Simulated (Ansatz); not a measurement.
# CH₆AlB: single points off equilibrium

Program: Ansatz 0.2.0, Gaussian basis. Level of theory: single points in def2-TZVPP. These are calculated values, not measurements.

Correlated methods freeze the cores.

### 1 Starting geometry

SMILES `C[BH][AlH2]`, 9 atoms, charge 0, spin multiplicity 1.

Atoms are counted from 1 here; the program's logs count them from 0.

Bond lengths: C1–B2 1.603 Å, C1–H4 1.133 Å, C1–H5 1.124 Å, C1–H6 1.125 Å, B2–Al3 2.077 Å, B2–H7 1.270 Å, Al3–H8 1.643 Å, Al3–H9 1.569 Å. Angles: B2–C1–H4 105.7°, B2–C1–H5 115.6°, B2–C1–H6 109.0°, H4–C1–H5 111.7°, H4–C1–H6 108.1°, H5–C1–H6 106.5°, C1–B2–Al3 107.0°, C1–B2–H7 116.2°, Al3–B2–H7 136.8°, B2–Al3–H8 118.7°, B2–Al3–H9 133.4°, H8–Al3–H9 107.9°.

Geometry (Å):

```
C    -0.7534    0.6988   -0.7929
B     0.7587    0.4370   -0.3292
Al    0.6987   -1.0336    1.1362
H    -1.1051   -0.2739   -1.2561
H    -0.9048    1.5684   -1.4883
H    -1.3847    0.9018    0.1156
H     1.6508    1.1320   -0.9077
H    -0.7528   -1.6936    1.5332
H     1.8043   -1.7580    1.9816
```

### 2 PBE-D4/def2-TZVPP

Contents of run/in.yaml:

```yaml
crystal:
  periodic: [false, false, false]
  atoms:
    - {symbol: C, position_ang: [-0.753419, 0.698785, -0.792924]}
    - {symbol: B, position_ang: [0.758693, 0.437042, -0.329201]}
    - {symbol: Al, position_ang: [0.698713, -1.033646, 1.136166]}
    - {symbol: H, position_ang: [-1.105076, -0.273863, -1.256146]}
    - {symbol: H, position_ang: [-0.904823, 1.568361, -1.488304]}
    - {symbol: H, position_ang: [-1.384744, 0.901763, 0.115564]}
    - {symbol: H, position_ang: [1.650758, 1.131957, -0.907724]}
    - {symbol: H, position_ang: [-0.752762, -1.693624, 1.533159]}
    - {symbol: H, position_ang: [1.804303, -1.757961, 1.981573]}
basis:
  gaussian: {orbitals: def2-TZVPP}
hamiltonian: {xc: pbe, dispersion: d4}
output: {forces: true}
```

Run with:

```sh
$ ansatz run in.yaml --threads 2 --pin off --events-out ev --progress --plain --max-ram 3481MiB
```

**Question.** How long does this run take on 2 threads of Arm Neoverse V2, shared host?

About 1.8 s.
